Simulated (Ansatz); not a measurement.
Program: Ansatz 0.2.0.

A structure relaxed at PBE0-D4/def2-TZVP, charge 0, multiplicity 1:

```
atom   x (Å)   y (Å)   z (Å)
  C1   0.427   0.326  -1.041
  C2  -0.012   0.338   0.368
  F3   0.144   1.505   1.014
  C4  -0.534  -0.672   1.045
  F5  -0.911  -0.617   2.300
  F6  -0.740  -1.866   0.530
  H7   1.490   0.571  -1.111
  H8  -0.129   1.070  -1.619
  H9   0.264  -0.655  -1.485
```

Give its formula and SMILES.

C3H3F3, `CC(F)=C(F)F`.

Point group (tolerance 0.08 Å, 0.16 Å for H)?

Cs.

Summarise the bond lengths by kind.

2 × C–C 1.323 to 1.476 Å; 3 × C–H 1.089 to 1.093 Å; 3 × C–F 1.311 to 1.343 Å.
